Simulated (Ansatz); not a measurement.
MgO₂⁻ (the lowest doublet isomer of a short search). Total charge -1; doublet. Geometry r2SCAN-D4/def2-TZVPD, basis def2-TZVPD, Ansatz.

```xyz
3

Mg   -0.001    0.003    0.000
O     1.337    0.628   -1.091
O    -1.336   -0.631    1.090
```

```
run  HOMO (eV)  LUMO (eV)
  A      -0.22       0.95
  B      -0.12       1.30
  C      -0.07       0.20
  D       0.29       0.63
  E       0.21       0.55
  F      -2.69       3.32
```

LC-ωPBE has ω = 0.4 bohr⁻¹. B3LYP takes the VWN-RPA correlation. The structure comes from a short search, and lower isomers may exist.

HOMO and LUMO are taken over both spins.

**Question.** The runs used B3LYP, B97M-V, LC-ωPBE, PBE, PBE0, r2SCAN. Estimate which is which.

**Answer.** A B3LYP (20 % exact exchange); B PBE0 (25 % exact exchange); C PBE (0 % exact exchange); D B97M-V (0 % exact exchange); E r2SCAN (0 % exact exchange); F LC-ωPBE (range-separated). Exact exchange lowers occupied and raises empty levels; among semilocal functionals meta-GGAs tend to open the gap a little, and such runs are hard to tell apart. The gap grows from 0.26 eV (PBE) to 6.01 eV (LC-ωPBE). At PBE0-D4/def2-TZVPD the charge -1 doublet is spin-contaminated (final ⟨S²⟩ up to 0.83, 0.75 for a pure state). At B97M-V/def2-TZVPD, r2SCAN-D4/def2-TZVPD the highest occupied level of the charge -1 doublet lies above zero (up to 0.29 eV). By energy differences its removal costs 1.97 eV (vertical, to the charge 0 triplet, at PBE0-D4/def2-TZVPD).
